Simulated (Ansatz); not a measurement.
Frontier orbitals of C2H2FNO (`FC1=NCO1`).

```csv
atom,x (Å),y (Å),z (Å)
F1,-0.977,1.382,-1.510
C2,-0.360,0.586,-0.702
N3,0.745,-0.035,-0.788
C4,0.361,-0.505,0.546
O5,-0.892,0.282,0.485
H6,0.990,-0.143,1.358
H7,0.133,-1.567,0.610
```

Total charge 0; spin multiplicity 1. The structure was optimised at the PBE0-D4/def2-TZVP level. Basis def2-TZVPP, the Gaussian-basis code of Ansatz.

| functional | HOMO (eV) | LUMO (eV) |
| --- | --- | --- |
| revPBE | -6.87 | -0.37 |

Problem. Give HOMO and LUMO (eV) with LDA (SPW92), PBE, BLYP, r2SCAN, B97M-V, PBE0, B3LYP, r2SCANh, r2SCAN0, HSE06 (plane-wave form), BHLYP, CAM-B3LYP, LC-ωPBE, ωB97X-V, ωB97M-V, HF. (Estimate.)

Solution. Ansatz gave: 
| functional | HOMO | LUMO |
| --- | --- | --- |
| LDA (SPW92) | -7.19 | -0.76 |
| PBE | -6.96 | -0.48 |
| BLYP | -6.84 | -0.42 |
| r2SCAN | -7.25 | -0.21 |
| B97M-V | -7.29 | -0.06 |
| PBE0 | -8.41 | 0.64 |
| B3LYP | -8.17 | 0.31 |
| r2SCANh | -7.79 | 0.19 |
| r2SCAN0 | -8.61 | 0.81 |
| HSE06 (plane-wave form) | -8.00 | 0.25 |
| BHLYP | -9.74 | 1.82 |
| CAM-B3LYP | -9.86 | 1.80 |
| LC-ωPBE | -11.24 | 3.10 |
| ωB97X-V | -10.83 | 3.05 |
| ωB97M-V | -10.74 | 2.94 |
| HF | -11.74 | 4.10 |

B3LYP here is the variant with VWN-RPA as its local correlation; programs differ in this. LC-ωPBE has ω = 0.4 bohr⁻¹. Positive LUMOs are unbound and depend on the basis.
